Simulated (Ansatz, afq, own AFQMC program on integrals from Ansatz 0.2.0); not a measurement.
Integrals from Ansatz 0.2.0, then the random walk in our own AFQMC program (afq).

```yaml
crystal:
  periodic: [false, false, false]
  atoms:
    - {symbol: Se, position_ang: [0.000000, 0.000000, 0.000000]}
basis:
  gaussian: {orbitals: cc-pVDZ}
magnetization: {spin_polarized: true, initial_magnetization: 2}
correlation: {method: ccsd_t, electrons: outside_noble_gas, hamiltonian_folder: ham}
```

```sh
$ ansatz run in.yaml --threads 1 --pin off --events-out ev --progress --plain --max-ram 16896MiB --backend cuda --devices 0, --max-vram 18GiB
```

Options of the walk:

```
--method phaseless --trial hf --walkers 4000 --populations 20 --least-time 40 --time-step 0.005 --steps-per-block 20 --equilibration-blocks 112 --max-blocks 4000 --target-error 0.0007499999999999999 --factor-cut 1e-05 --start spin_pure --seed 7850 --taylor-order 6
```

Times are imaginary, in 1/Eh. The walk had a cap of 49 s. With eight or more populations the least sampling time is a fifth of least-time, and the error comes from their spread. Filled inner d shells are frozen with the cores.

afq prints:

```
orbitals 13  electrons 4 2  factors 69 of 193
reference energy -2399.79712976 Eh
CCSD correlation -0.08710968 Eh in 8 cycles, weight of the determinant in the CISD state 0.9519
energy of the start -2399.797180 Eh
 block  time / (1/Eh)  mean weight  energy / Eh
     1     0.100  1.0001  -2399.811870
     2     0.200  1.0005  -2399.824061
     3     0.300  1.0004  -2399.833920
     4     0.400  1.0005  -2399.842444
     5     0.500  1.0005  -2399.849598
    10     1.000  1.0002  -2399.867186
    29     2.900  1.0001  -2399.883263
    49     4.900  1.0000  -2399.882856
    69     6.900  1.0001  -2399.885927
    89     8.900  0.9997  -2399.884380
   109    10.900  1.0001  -2399.885207
   129    12.900  1.0000  -2399.882281
   149    14.900  0.9999  -2399.881034
   169    16.900  1.0001  -2399.882881
   181    18.100  0.9999  -2399.886299
   189    18.900  1.0001  -2399.881096
error from the spread of 20 populations
energy -2399.883412 +/- 0.000333 Eh
(rows thinned)
```

The run passed its tests (sampling time, drift between the halves within three errors, error under three times the target), which doesn't prove that it has relaxed. The second half of the sampling lies below the first by 1.8 errors of their difference, so the energy may still be moving and its error bar be too small.

Against this walk (error 9.1 meV) on the same determinant: CCSD(T) 45.9 meV lower, CCSDT(Q) 53.6 meV lower, CCSDTQ 54.1 meV lower, full CI 54.1 meV lower, a separate phaseless walk with a CISD trial and standard settings 50.9 ± 9.1 meV lower. The error is statistical and leaves out the bias of the constraint. Full CI is exact here, so the walk's 54 meV above it is the walk's own error: the bias of the constraint with this trial, or a walk that hasn't relaxed. It lies above even CCSD, by 23 meV.

Cautions: constraint bias not in the error; no relativity below Rb; no spin-orbit coupling; inner d shell frozen.

The walk took 19 s on 1 × NVIDIA H100 80GB HBM3 with 2 threads of AMD EPYC 7R13 Processor (Zen 3) (shared host) (the card was shared). The log's last line is the phaseless energy.

CCSDT and higher add their correlation energy to the determinant of the CCSD(T) run, since their own runs factorise the integrals more tightly (a shift of under 2 meV). A walk keeps the symmetry of its determinant, which the program's search chose and which needn't be the lowest solution, so a lower state of the same spin and another symmetry isn't excluded.
